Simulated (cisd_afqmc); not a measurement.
Input (AFQMC/CISD/cc-pV(Q+d)Z; cisd_afqmc is a phaseless AFQMC code with CISD trial states that reads the integrals written by Ansatz): A basis named .json is the Basis Set Exchange file of that set.

Ansatz 0.2 input:
```python
import cisd_afqmc

open("ham.yaml", "w").write("""\
crystal:
  periodic: [false, false, false]
  atoms:
    - {symbol: Al, position_ang: [0.00000000, 0.00000000, 0.00000000]}
    - {symbol: Cl, position_ang: [-0.00589675, 2.07624780, 0.02827792]}
    - {symbol: Cl, position_ang: [1.80113704, -1.03281539, -0.02893207]}
    - {symbol: Cl, position_ang: [-1.79524029, -1.04343241, 0.00065414]}
basis:
  gaussian:
    orbitals: cc-pV_Q+d_Z.json
magnetization: {spin_polarized: false}
correlation: {method: ccsd, electrons: outside_noble_gas, hamiltonian_folder: ham}
""")
rep = cisd_afqmc.ansatz("ham.yaml")
e_ccsd = rep["correlation"]["coupled_cluster"]["energy"]["hartree"]
out = cisd_afqmc.run("ham", e_ccsd, trial="CISD", walkers=2000, populations=1, threads=12, dt=0.005, steps=40, early=24, settle=10, least=100,
    cut=5e-5, rank_cut=2e-4, target=0.0004, seconds=1500, seed=4, memory=62639, gpu=True)
```

Output:

```
orbitals 236, occupied [12], factors 1382 of 1581, rank of the doubles 795 of 2688
E(HF) = -1620.737086
E(CCSD) on the cut factors = -1621.472972, shift to the whole factors -0.000003
Energy of the trial state on the determinant = -1621.473030
  tau behind 7.2 of longer steps, mean of the populations' last blocks
   2.0  -1621.50914
   4.0  -1621.51289
   6.0  -1621.51103
   8.0  -1621.51138
  10.0  -1621.51013
  12.0  -1621.51076
  14.0  -1621.50885
  16.0  -1621.51182
  18.0  -1621.50956
  20.0  -1621.50972
  22.0  -1621.50941
blocks 100 (0 outliers left out), error by blocks joined: 1: 0.00019, 2: 0.00023, 4: 0.00026, 8: 0.00031
E(AFQMC/CISD) = -1621.51056 +/- 0.00031
```

The two halves of the walk average -1621.51124 and -1621.50987 Eh, farther apart than the printed bar allows, so the bar may be too narrow.
